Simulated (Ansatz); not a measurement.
Two shapes of singlet C4H4O.

Shape 1:

```xyz
9

O     1.1739    0.0000    0.0000
C     0.3628    1.1164    0.0000
C    -0.9497    0.6900    0.0000
C    -0.9497   -0.6900    0.0000
C     0.3628   -1.1164    0.0000
H     0.6996    2.1531    0.0000
H    -1.8315    1.3307    0.0000
H    -1.8315   -1.3307    0.0000
H     0.6996   -2.1531    0.0000
```

Shape 2:

```xyz
9

O     1.1778    0.0485    0.0115
C     0.4044    1.1052   -0.0253
C    -0.9247    0.7182    0.0329
C    -0.9979   -0.6901   -0.0134
C     0.3644   -1.0671   -0.0076
H     0.6803    2.1613    0.0454
H    -1.8656    1.3567   -0.0258
H    -1.8408   -1.3006    0.0388
H     0.6968   -2.1761    0.0443
```

Basis set: cc-pVDZ (spherical functions). Left uncorrelated: 5 orbitals. Charge 0, multiplicity 1.

Computed with Ansatz (development build ahead of 0.2.0); each method stands on the lowest determinant of its kind that the runs found.

**Question.** Which shape is lower in energy, and by how much in each method?

**Answer.**

| method | E(2) − E(1) (eV) |
| --- | --- |
| RHF | 0.429 |
| RHF-MP2 | 0.362 |

Shape 1 is lower.
